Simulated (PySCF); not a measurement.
One molecule, one basis, several functionals.

Species: C₃H₅F₃.
Atom-mapped SMILES: `[CH3:1][CH2:2][C:3]([F:4])([F:5])[F:6]` (hydrogens: H7, H8, H9 on C1; H10, H11 on C2)

Torsions of this conformer, `[CH3:1][CH2:2][C:3]([F:4])([F:5])[F:6]`: C1–C2–C3–F4 -59°.

PySCF, pcSseg-2 basis, density fitting, gas phase, PBE0-D3(BJ)/def2-SVP geometry. One functional is left out:

```json
{"functional": "B97-D", "exact exchange (%)": "0", "HOMO energy (eV)": "-8.69", "LUMO energy (eV)": "0.03", "dipole moment (D)": "2.261"}
{"functional": "BLYP", "exact exchange (%)": "0", "HOMO energy (eV)": "-8.61", "LUMO energy (eV)": "-0.14", "dipole moment (D)": "2.285"}
{"functional": "BP86", "exact exchange (%)": "0", "HOMO energy (eV)": "-8.75", "LUMO energy (eV)": "0.08", "dipole moment (D)": "2.263"}
{"functional": "LDA", "exact exchange (%)": "0", "HOMO energy (eV)": "-8.78", "LUMO energy (eV)": "-0.19", "dipole moment (D)": "2.352"}
{"functional": "OPBE", "exact exchange (%)": "0", "HOMO energy (eV)": "-8.54", "LUMO energy (eV)": "-0.04", "dipole moment (D)": "2.193"}
{"functional": "PBE", "exact exchange (%)": "0", "HOMO energy (eV)": "-8.64", "LUMO energy (eV)": "-0.11", "dipole moment (D)": "2.257"}
{"functional": "B3LYP", "exact exchange (%)": "20", "HOMO energy (eV)": "-10.07", "LUMO energy (eV)": "0.26", "dipole moment (D)": "2.398"}
{"functional": "PBE0", "exact exchange (%)": "25", "HOMO energy (eV)": "-10.26", "LUMO energy (eV)": "0.59", "dipole moment (D)": "2.387"}
```

Q: Predict the row of mPW1PW91 (25 % exact exchange) by straight lines through the other rows, and check it.

A: 
| property | line | computed | computed − line | PBE0 (25 %), for comparison |
| --- | --- | --- | --- | --- |
| HOMO energy (eV) | -10.32 | -10.30 | +0.02 | -10.26 |
| LUMO energy (eV) | 0.49 | 0.54 | +0.05 | 0.59 |
| dipole moment (D) | 2.404 | 2.389 | -0.015 | 2.387 |

Q: Which of these properties follows the share of exact exchange most closely, and which least?

A: Most closely the HOMO energy, least the dipole moment; the correlations over the tabulated rows are HOMO energy -0.993, LUMO energy 0.912, dipole moment 0.786. The HOMO energy moves by -0.661 eV for every 10 %. Functionals with the same share still differ in their other parts: at 0 % LDA and OPBE differ by 0.24 eV in it.
